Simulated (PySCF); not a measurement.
# AlSi: bond curves at several levels of theory

What are the lowest state that PBE0 finds, the bond length, vibrational wavenumber and bond energy of AlSi, and how much do these hang on the method?

Program: PySCF 2.14.0. Level of theory: Al jorge-DZP-DKH, Si jorge-DZP-DKH, spin-free X2C with a Gaussian nucleus. These are calculated values, not measurements.

## Step 1: Input

Settings of the job:

```
atoms                         : Al, Si
charge                        : 0
basis                         : Al jorge-DZP-DKH, Si jorge-DZP-DKH
Hamiltonian                   : spin-free X2C with a Gaussian nucleus
basis functions               : 48
electrons treated             : 27
masses in u                   : 26.9815, 27.9769
levels                        : PBE0, PBE, r²SCAN, BP86, M06-2X, B3LYP, HSE06, HF, MP2, SCS-MP2, CCSD, CCSD(T)
grid                          : 80 radial by 434 angular points
occupations                   : held fixed by the projection of orbital angular momentum
dissociation limit            : Al + Si, each in its ground configuration
starting distance in angstrom : 2.310
values of 2S to try           : 1, 3
```

The run is started by

```bash
> OMP_NUM_THREADS=1 python dia.py task.json out
```

After this run come: PBE0 along the bond; Other states along the same grid; PBE (GGA); r²SCAN (meta-GGA); BP86 (GGA); M06-2X; B3LYP (global hybrid GGA); HSE06 (range-separated hybrid); UHF; Correlated methods on the Hartree–Fock reference.

Q: Predict the outcome of this session. Wanted: for each run, Re; ωe; De; μ.

As calculated:

Lowest PBE0 solution found, without spin–orbit coupling: ⁴Σ⁻ (quartet), unpaired electrons σ ↑, π ↑↑. State 2 has its PBE0 minimum 0.27 eV higher, as a spin-mixed determinant (⟨S²⟩ = 1.78), so this is no gap between pure states. State 3 has its PBE0 minimum 0.36 eV higher, as a spin-mixed determinant (⟨S²⟩ = 1.77), so this is no gap between pure states. State 4 has its PBE0 minimum 1.08 eV higher. The other levels ran on the lowest alone.

| level | Re (Å) | ωe (cm⁻¹) | De (eV) | μ (D) |
| --- | --- | --- | --- | --- |
| UHF | 2.492 | 343 | 1.61 | -1.96 |
| UHF-MP2 | 2.442 | 380 | 2.26 | n/a |
| UHF-SCS-MP2 | 2.444 | 377 | 2.06 | n/a |
| UHF-CCSD | 2.461 | 372 | 2.11 | n/a |
| UHF-CCSD(T) | 2.457 | 374 | 2.22 | n/a |
| PBE | 2.445 | 367 | 2.72 | -1.21 |
| BP86 | 2.450 | 362 | 2.64 | -1.25 |
| r²SCAN | 2.430 | 380 | 2.69 | -1.41 |
| B3LYP | 2.446 | 362 | 2.35 | -1.36 |
| PBE0 | 2.429 | 377 | 2.57 | -1.41 |
| HSE06 | 2.432 | 375 | 2.57 | -1.40 |
| M06-2X | 2.424 | 381 | 2.62 | -1.41 |

De is counted to Al + Si in their ground configurations. A positive dipole means Al(−)Si(+).

Differences from CCSD(T) in the same basis:

| level | Re (mÅ) | ωe (%) |
| --- | --- | --- |
| UHF | +34 | -8.4 |
| UHF-MP2 | -15 | +1.7 |
| UHF-SCS-MP2 | -14 | +0.9 |
| UHF-CCSD | +3 | -0.7 |
| PBE | -13 | -2.0 |
| BP86 | -8 | -3.3 |
| r²SCAN | -28 | +1.5 |
| B3LYP | -12 | -3.3 |
| PBE0 | -28 | +0.8 |
| HSE06 | -26 | +0.2 |
| M06-2X | -34 | +1.8 |

What this shows: Against CCSD(T) in the same basis, the bond length is nearest at UHF-CCSD (+3 mÅ) and farthest at UHF and M06-2X (34 mÅ off); the wavenumber is nearest at HSE06 (+0.2 %) and farthest at UHF (-8.4 %). CCSD(T) in a basis this small is itself some way from its limit, more so than the functionals. Among the levels with a De in the table, it runs from 1.61 eV (UHF) to 2.72 eV (PBE).

Correlated steps freeze 10 core orbitals.
